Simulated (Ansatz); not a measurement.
System: rutile MnF₂. Method: PBE+U (ortho-atomic projectors) in Ansatz (plane waves, PAW).

Settings: plane-wave cutoff 520 eV, 8×8×10 k mesh (along the axes of the cell as run), U_eff Mn 3.9 eV, spin-polarised with opposed moments, scalar-relativistic PAW data made under PBE.

Computed at the level's own relaxed cell.

Question: Estimate the elastic constant C66, elastic constant C11, elastic constant C13, Voigt–Reuss–Hill shear modulus (Hill average), elastic constant C44, elastic constant C12 and elastic constant C33 that the calculation returns.

Answer: 
- elastic constant C66: 62.9 GPa
- elastic constant C11: 92.3 GPa
- elastic constant C13: 64.3 GPa
- Voigt–Reuss–Hill shear modulus (Hill average): 27.6 GPa
- elastic constant C44: 26.8 GPa
- elastic constant C12: 71.8 GPa
- elastic constant C33: 150 GPa

Elastic constants are with the ions relaxed.

The computed numbers hold no vibrational or temperature effects.

The result took around 90 core-minutes (rough).

Ansatz is a first-principles code.
